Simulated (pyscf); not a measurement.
One four-centre exchange on the singlet surface with elements of a group swapped. ωB97M-D3(BJ)/def2-TZVP, eV, from the separated reactants. PySCF, gas phase, ωB97X-D3(BJ)/def2-SVP geometries.

```csv
step,barrier,reaction energy,imaginary mode (i cm⁻¹)
`[Cl][B]([Cl])[Cl]` + `[NH3]` → `[ClH]` + `[NH2][B]([Cl])[Cl]`,0.23,-0.55,1126
`[F][B]([F])[F]` + `[NH3]` → `[FH]` + `[NH2][B]([F])[F]`,?,?,809
```

Question: Complete the blanks.

Answer: 
- `[F][B]([F])[F]` + `[NH3]` → `[FH]` + `[NH2][B]([F])[F]`, barrier: 0.66
- `[F][B]([F])[F]` + `[NH3]` → `[FH]` + `[NH2][B]([F])[F]`, reaction energy: +0.29

Row 1: On the reactant side the descent ends in an adduct with a B–N contact, 1.14 eV under the separated species and 1.39 eV under the saddle at ωB97X-D3(BJ)/def2-TZVP. Row 2: On the reactant side the descent ends in an adduct with a B–N contact, 0.98 eV under the separated species and 1.64 eV under the saddle at ωB97X-D3(BJ)/def2-TZVP. On the product side the descent ends in a complex, 0.20 eV under the separated species and 0.58 eV under the saddle at ωB97X-D3(BJ)/def2-TZVP. Each row is the saddle that its search found.
